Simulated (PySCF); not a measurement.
Li2, SMILES [Li][Li].

The structure is a stationary point at B3LYP-D3(BJ)/def2-TZVPD.

Two levels are set side by side: TDDFT-PBE/def2-TZVPD (PySCF) and TDDFT-LC-ωPBE/def2-TZVPD (PySCF). Vertical, same geometry. The lowest singlet is HOMO→LUMO 100 % with PBE and HOMO→LUMO 97 % with the other functional; states are paired by order. Differences are taken from unrounded values.

```json
[
 {"quantity": "lowest singlet excitation (eV)", "TDDFT-LC-ωPBE": "2.12", "TDDFT-PBE": "2.00", "TDDFT-PBE minus TDDFT-LC-ωPBE": "-0.13"},
 {"quantity": "lowest triplet excitation (TDA) (eV)", "TDDFT-LC-ωPBE": "1.02", "TDDFT-PBE": "0.92", "TDDFT-PBE minus TDDFT-LC-ωPBE": "-0.10"},
 {"quantity": "first bright state (f over 0.05) (eV)", "TDDFT-LC-ωPBE": "2.12", "TDDFT-PBE": "2.00", "TDDFT-PBE minus TDDFT-LC-ωPBE": "-0.13"},
 {"quantity": "its oscillator strength", "TDDFT-LC-ωPBE": "0.47", "TDDFT-PBE": "0.46", "TDDFT-PBE minus TDDFT-LC-ωPBE": "-0.01"}
]
```

Functionals without exact exchange tend to place singlet excitations lower, as here. Differences between two approximate levels are no errors against the true value.

Rough cost on one machine, each run with all the roots and properties that it gave: TDDFT-LC-ωPBE against TDDFT-PBE within a factor of 2.
